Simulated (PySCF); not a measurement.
## Working out the ionisation energy of B

B [He] 2s2 2p1 (2P) → B⁺ [He] 2s2 (1S). Computed with PySCF 2.14 in aug-cc-pCVTZ-DK, with scalar relativity by spin-free X2C-1e. Frozen: nothing. Energies in hartree (1 hartree = 27.21139 eV):

```json
{"part": "UHF", "B (lower)": "-24.538927", "B⁺ (upper)": "-24.243702"}
{"part": "MP2 opposite-spin", "B (lower)": "-0.083248", "B⁺ (upper)": "-0.078201"}
{"part": "MP2 same-spin", "B (lower)": "-0.005406", "B⁺ (upper)": "-0.001678"}
```

Problem. What does Hartree-Fock give?

Solution. (-24.243702) − (-24.538927) = 0.295225 hartree = 8.033 eV.

Problem. What do MP2 and SCS-MP2 (6/5 opposite-spin, 1/3 same-spin) give?

Solution. The opposite-spin parts differ by 0.137 eV and the same-spin parts by 0.101 eV. MP2: 8.033 + (0.137) + (0.101) = 8.271 eV. SCS-MP2: 8.033 + 1.2 × (0.137) + (0.101)/3 = 8.231 eV.

Measured between the centres of the two terms (NIST): 8.297 eV, so MP2 (valence and next inner shell) is off by -0.026 eV.

What remains against the reference includes basis incompleteness and correlation beyond second order.
